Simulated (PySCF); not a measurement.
LiH.
Geometry (PBE0-D3(BJ)/def2-SVP, Å), atoms numbered from 1 in this order:
```
atom  x, y, z in Å
Li1    0.800   -0.003   -0.003
H2    -0.798    0.004   -0.011
```

Method used: PBE0-D3(BJ)/def2-SVP geometry optimisation, gas phase in PySCF 2.14.0.

Take the most abundant isotopes and a rigid rotor. 

Q: What are the moment of inertia and the rotational constant?

A: I = 2.250 u·Å², B = 505379 MHz·u·Å²/I = 224638 MHz (7.4931 cm⁻¹, or 10.781 K as hB/k). For two atoms I = μr² with μ = 0.8812 u and r = 1.5978 Å.

Q: List the first levels of a rigid rotor in a Σ state.

A: E(J) = BJ(J+1): J = 1: 14.986, J = 2: 44.959, J = 3: 89.917, J = 4: 149.862, J = 5: 224.793, J = 6: 314.710 cm⁻¹.

Q: Where do the first rotational lines fall?

A: The dipole is 5.63 D; J+1 ← J lies at 2B(J+1): 1 ← 0 at 449.28 GHz, 2 ← 1 at 898.55 GHz, 3 ← 2 at 1347.83 GHz, 4 ← 3 at 1797.10 GHz, 5 ← 4 at 2246.38 GHz, 6 ← 5 at 2695.65 GHz.

Q: Estimate the classical rotational partition function at 100 K, 200 K and 298.15 K.

A: Point group C∞v, symmetry number σ = 1; q = kT/(σhB), k/h = 20836.6 MHz/K: 9.3 at 100 K, 18.6 at 200 K, 27.7 at 298.15 K.

Not checked by PBE0-D3(BJ)/def2-SVP frequencies. These are rigid-rotor constants of the computed structure; measured ground-state constants (B0) also hold zero-point vibration.

Time: 1.0 s; peak memory 0.22 GiB. Hardware: an Intel Xeon Platinum 8259CL at 2.50 GHz with one thread, no GPU, on a shared host. That covers the optimisation of the geometry.
